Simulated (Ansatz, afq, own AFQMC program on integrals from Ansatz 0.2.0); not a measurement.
**Where AFQMC and coupled cluster stand for Cu, doublet**

A free Cu atom.

Basis def2-SVP. Only valence electrons are correlated. Ansatz 0.2.0 and our own AFQMC program on the same integrals; the CISD trial comes from CCSD amplitudes, and released means the phaseless constraint is let go. Error bars are statistical, one sigma. The metal's outer-core s and p shells are frozen, which shifts wave-function levels against functionals.

Determinant: UHF, the one that the program's search chose, which needn't be the lowest solution.

No full CI on the walks' own integrals is used here; CCSDTQ serves as the reference and is uncertain by about the last step of the cluster series.

Cautions: no relativity below Rb; outer-core shells of the metal frozen; the released energies move by 1.5 errors or more from one time to the next, so no released level is given (meV from the phaseless value at times in 1/Eh: -19 ± 5 at 0.60, -33 ± 5 at 1.20, 10 ± 46 at 2.00, -28 ± 11 at 3.00, -63 ± 20 at 4.20), though the last usable value meets CCSDTQ within the noise.

```
T1 diagnostic                               : 0.0115
weight of the determinant in the CISD state : 0.950
⟨S²⟩ of the determinant                     : 0.751
size of the correlated space                : 11 electrons in 22 orbitals
```

Reference: CCSDTQ, correlation energy -7.115 eV.

```json
{"level": "HF", "E − E(reference) (kJ/mol)": "686.4", "share of correlation (%)": "0.00"}
{"level": "MP2", "E − E(reference) (kJ/mol)": "-55.8", "share of correlation (%)": "108.13"}
{"level": "CCSD", "E − E(reference) (kJ/mol)": "25.4", "share of correlation (%)": "96.30"}
{"level": "CCSD(T)", "E − E(reference) (kJ/mol)": "-4.8", "share of correlation (%)": "100.69"}
{"level": "CCSDT", "E − E(reference) (kJ/mol)": "-2.8", "share of correlation (%)": "100.40"}
{"level": "CCSDT(Q)", "E − E(reference) (kJ/mol)": "2.4", "share of correlation (%)": "99.65"}
{"level": "ph-AFQMC/HF", "E − E(reference) (kJ/mol)": "6.9 ± 2.6", "share of correlation (%)": "99.00"}
{"level": "ph-AFQMC/CISD", "E − E(reference) (kJ/mol)": "3.5 ± 0.2", "share of correlation (%)": "99.49"}
```

CCSDT and higher add their correlation energy to the determinant of the CCSD(T) run, since their own runs factorise the integrals more tightly (a shift of under 2 meV). A walk keeps the symmetry of its determinant, which the program's search chose and which needn't be the lowest solution, so a lower state of the same spin and another symmetry isn't excluded.
